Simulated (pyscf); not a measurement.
This saddle point was located with ωB97X-D3(BJ)/def2-SVP in PySCF.

```xyz
19

O      2.1562     0.3859    -0.4855
Si     0.7528     1.0828     0.2108
Si    -0.1234    -0.7409     1.4608
Si    -0.6895     1.6963    -1.5270
Si     1.3025     3.0262     1.3852
H      2.6996     0.9767    -1.0185
H     -0.5740    -2.5161     1.9751
H     -1.5660    -0.4051     1.6060
H      0.7428    -0.7470     2.6687
H     -1.1499     0.4715    -2.2596
H     -0.0292     2.5898    -2.5296
H     -1.9009     2.3956    -0.9995
H      0.0506     3.6888     1.8639
H      2.1658     2.7275     2.5679
H      2.0372     3.9943     0.5116
N      0.4271    -1.9349     0.1088
H      0.0141    -2.6610     0.9921
H      1.4001    -1.8169    -0.1957
H     -0.1810    -1.9422    -0.7136
```

Surface: singlet, charge 0. Lowest wavenumbers (cm⁻¹): 1523i, 46, 69, 77, 88.

**Question.** Which two sides does it connect, and which bonds change?

**Answer.** HO–Si(SiH₃)(SiH₃)–SiH₃ (SMILES O[Si]([SiH3])([SiH3])[SiH3]) + NH₃ (SMILES N) ⇌ H₂N–SiH₂–Si(OH)(SiH₃)–SiH₃ (SMILES N[SiH2][Si](O)([SiH3])[SiH3]) + H₂ (SMILES [H][H]), a four-centre exchange read from left to right: H–Si, H–N broken and N–Si, H–H formed. At ωB97M-D3(BJ)/def2-TZVP it lies +173.2 kJ/mol from the left side and +191.2 kJ/mol from the right (each side as separated species at their lowest minima found). On the reactant side the descent ends in a complex (not fully relaxed), 25.6 kJ/mol under the separated species and 201.1 kJ/mol under the saddle at ωB97X-D3(BJ)/def2-TZVP. At the saddle there is also a short H–Si contact that neither side keeps. HO–Si(SiH₃)(SiH₃)–SiH₃ lies 99.2 kJ/mol over its isomer H₃Si–SiH₂–O–SiH₂–SiH₃ (electronic energy, ωB97M-D3(BJ)/def2-TZVP). One saddle was located; it need not be the lowest between these sides.
